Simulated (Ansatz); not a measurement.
PBE exchange is replaced step by step with exact exchange (0 % is PBE, 25 % PBE0; no dispersion term), basis def2-TZVP, Ansatz. System: the cluster Si₃H₅. The state is a doublet with charge 0. Geometry: PBE0-D4/def2-TZVP, each spin state at its own.

The relaxed quartet has other bonds than the doublet, so its gap is one between isomers.

Geometry of the doublet:

Cartesian coordinates in Å:
```
Si 0.006 0.501 -1.629
Si 0.389 -1.170 -0.089
Si -0.049 1.080 0.600
H 1.164 1.618 1.267
H -1.463 0.291 -1.879
H 1.776 -1.528 0.303
H -1.284 1.516 1.300
H -0.539 -2.309 0.127
```

The structure comes from a short search, and lower isomers may exist.

HOMO and LUMO are taken over both spins.

```tsv
exact exchange (%)	HOMO (eV)	LUMO (eV)	gap (eV)	⟨S²⟩	quartet − doublet (kJ/mol)
0	-5.18	-4.23	0.95	0.755	171.8
5	-5.36	-4.08	1.29	0.756	169.8
10	-5.55	-3.92	1.63	0.757	167.9
15	-5.74	-3.76	1.97	0.758	165.9
25	-6.11	-3.45	2.66	0.760	162.0
50	-7.06	-2.65	4.41	0.766	152.7
```

(1) Fit a straight line to the column «quartet − doublet (kJ/mol)» against the share of exact exchange and predict its value at 35 %.

Answers

(1) With x = exact exchange (%) and y = quartet − doublet (kJ/mol): mean x = 17.5, mean y = 165; Σ(x − x̄)(y − ȳ) = -625.3, Σ(x − x̄)² = 1638; slope b = -0.3817, intercept a = ȳ − b·x̄ = 171.7. The residuals of the fitted rows reach 0.2. At x = 35 the line gives 171.7 + (-0.3817 × 35) = 158.3; the run gave 158.2, 0.1 less than the line.
